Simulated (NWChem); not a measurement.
System: C$_{2}$H$_{5}$O, doublet; SMILES CC[O]

Computed with NWChem. Spin-unrestricted. The geometry was optimised at PBE0/def2-SVP, spin-unrestricted. No stability test was run on the SCF state.

Predict the results for PBE/def2-SVPD. Quantities: highest occupied level (eV); lowest empty minus highest occupied level, either spin (eV); dipole (D).


| Quantity | Value |
|---|---|
| highest occupied level (eV) | -5.95 |
| lowest empty minus highest occupied level, either spin (eV) | 0.68 |
| dipole (D) | 2.28 |
